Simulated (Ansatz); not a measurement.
A calculation with Ansatz (development build ahead of 0.2.0).

```yaml
crystal:
  periodic: [false, false, false]
  atoms:
    - { symbol: C, position_ang: [-0.33634, 0.0339, -0.6068] }
    - { symbol: "N", position_ang: [0.43109, -0.0569, 0.6156] }
    - { symbol: H, position_ang: [-1.36709, 0.39243, -0.48268] }
    - { symbol: H, position_ang: [0.16387, 0.70698, -1.30469] }
    - { symbol: H, position_ang: [-0.3829, -0.94544, -1.08585] }
    - { symbol: H, position_ang: [0.51877, 0.84133, 1.05559] }
    - { symbol: H, position_ang: [-0.01288, -0.66703, 1.27811] }
basis:
  gaussian: { orbitals: def2-SVP }
magnetization:
  spin_polarized: true
  initial_magnetization: 2
hamiltonian:
  xc: hf
correlation:
  method: mp2
  frozen_orbitals: { C: 1, H: 0, "N": 1 }
output:
  forces: true
```

The input is written out in the form of the current development build from the run's settings.

Results

```json
{"Converged": "yes", "Reference energy": "-94.91869 hartree", "Correlation energy": "-0.29922 hartree", "Total energy": "-95.21791 hartree", "Spin squared of the determinant": "2.009", "Stability test": "minimum"}
```

Forces (eV/Å):
```csv
atom,Fx,Fy,Fz
C1,1.520,-0.757,-1.827
N2,-2.271,0.343,-2.976
H3,-0.063,0.147,1.054
H4,0.097,0.352,0.049
H5,-0.145,-0.311,0.142
H6,1.513,3.186,1.331
H7,-0.651,-2.960,2.225
```

Caution: another spin multiplicity may lie lower.
